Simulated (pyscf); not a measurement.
Structures and frequencies: ωB97X-D3(BJ)/def2-SVP in PySCF.

Task: Estimate the classical barrier height and the reaction energy of O=Mo(=O)(Cl)–Cl (SMILES [O]=[Mo](=[O])([Cl])[Cl]) + H₂ (SMILES [H][H]) → O=MoH(=O)–Cl (SMILES [O]=[MoH](=[O])[Cl]) + HCl (SMILES Cl) at ωB97M-D3(BJ)/def2-TZVP. The step runs on the singlet surface, breaks Cl–Mo, H–H and forms H–Mo, Cl–H; take the separated reactants as zero.

Result: ΔE‡ = 148.7 kJ/mol, ΔE = +103.8 kJ/mol. Zero-point energy shifts the barrier by +7.7 kJ/mol. It is a four-centre exchange, with an imaginary mode of 612i cm⁻¹. On the product side the descent ends in a complex (not fully relaxed), 22.0 kJ/mol under the separated species and 47.9 kJ/mol under the saddle at ωB97X-D3(BJ)/def2-TZVP. This is the saddle that the search found; another between the same sides may lie lower. Elements past Kr carry the def2 core potentials, without spin-orbit coupling.
